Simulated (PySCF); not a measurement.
C5H6.
SMILES: `C(C#C)(C)=C`

Computed, not measured: TDDFT CAM-B3LYP/aug-cc-pVTZ, vertical, gas phase, core orbitals frozen in the response (PySCF 2.14.0, density-fitted response routines). Isolated species at its PBE0-D3(BJ)/def2-TZVP geometry, gas phase.

Computed states:

```
state  E (eV)       f
   S1    5.60  0.0000
   S2    5.64   0.261
   S3    6.17  0.0000
   S4    6.29  0.0002
   S5    6.77   0.028
   S6    6.92  0.0083
   S7    7.08   0.091
   S8    7.27   0.052
   S9    7.28  0.0000
  S10    7.47   0.112
```

Broadening: Gaussians 0.25 eV wide at half height, area fixed by f = 4.319×10⁻⁹ ∫ε dν̃. The width is an assumption, not a result. The curve ends short of the highest state used, and states not computed would add to its high-energy end.

Problem. What does the envelope look like, and where are its maxima?

Solution. 
| E (eV) | ε (L mol⁻¹ cm⁻¹) |
| --- | --- |
| 5.23 | 19 |
| 5.28 | 102 |
| 5.34 | 577 |
| 5.40 | 2379 |
| 5.45 | 6068 |
| 5.51 | 13928 |
| 5.57 | 23230 |
| 5.62 | 27876 |
| 5.68 | 25887 |
| 5.74 | 17467 |
| 5.79 | 9860 |
| 5.85 | 3704 |
| 5.91 | 1011 |
| 5.97 | 201 |
| 6.02 | 43 |
| 6.08 | 11 |
| 6.14 | 14 |
| 6.19 | 20 |
| 6.25 | 27 |
| 6.31 | 28 |
| 6.36 | 24 |
| 6.42 | 27 |
| 6.48 | 83 |
| 6.53 | 250 |
| 6.59 | 755 |
| 6.65 | 1677 |
| 6.70 | 2593 |
| 6.76 | 3408 |
| 6.82 | 3720 |
| 6.87 | 4030 |

Maxima: 220 nm (5.64 eV), ε about 28000, made up of S2 (100%); 197 nm (6.28 eV), ε about 28, made up of S4 (91%) (ε in L mol⁻¹ cm⁻¹; maxima over ε = 5, shares over 10%). At its high-energy end, 6.87 eV, the curve is still rising (ε about 4000, from S5, S6 and S7).

Problem. What would ε be at 5.64 eV, the highest of these maxima, with half the width (0.125 eV)?

Solution. About 56200 L mol⁻¹ cm⁻¹ against 28200, a factor of about 1.99; a lone state at its own centre would give exactly 2.

Problem. Coming from long wavelengths, where does ε first pass 100 L mol⁻¹ cm⁻¹?

Solution. At about 235 nm (5.28 eV), 0.32 eV below S1.

Problem. On this curve, what absorbance would a 10⁻⁴ mol/L sample give at 193 nm over a 1 cm path?

Solution. 193 nm is 6.424 eV, where ε is about 29 L mol⁻¹ cm⁻¹, so A = ε c l ≈ 0.0029 (Beer–Lambert, with the gas-phase spectrum and the assumed width).
